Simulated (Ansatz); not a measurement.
Reactions of difluoromethane (`FCF`).

Gas-phase electronic energies from Ansatz, PBE0-D4/def2-TZVP geometries. CCSD(T)/CBS adds triple-zeta CCSD(T) − MP2 to the extrapolated MP2 energy (def2 sets, frozen cores). Small cases extrapolate CCSD(T) itself. No spin–orbit coupling; open shells (•) take unrestricted orbitals. Spin–orbit coupling would lower the free atoms: a little for C, Cl, F. Each species was taken in one conformer, which may not be the lowest.

(1) Order these by ΔE at CCSD(T)/CBS, lowest first. (An estimate is asked.)
A. difluoromethane + H• → `F[CH]F`• + H₂
B. difluoromethane → `F[C]F` + H₂
C. difluoromethane → `[CH]F` + H–F
D. difluoromethane → C• + 2 F• + 2 H•
E. difluoromethane + Cl• → `F[CH]F`• + HCl
F. difluoromethane + `N=CCl` → `FC/N=C/Cl` + H–F
G. difluoromethane → `F[CH]F`• + H•
H. difluoromethane → `[CH2]F`• + F•

Largest T1 diagnostic: 0.018, for `[CH]F`.

Extrapolated directly: difluoromethane → `[CH]F` + H–F; difluoromethane → `[CH2]F`• + F•; difluoromethane → C• + 2 F• + 2 H•; difluoromethane → `F[C]F` + H₂.

Results:

(1) F (-25.7 kJ/mol), A (-1.9 kJ/mol), E (+8.1 kJ/mol), B (+292.7 kJ/mol), C (+347.2 kJ/mol), G (+458.7 kJ/mol), H (+518.1 kJ/mol), D (+1829.0 kJ/mol).
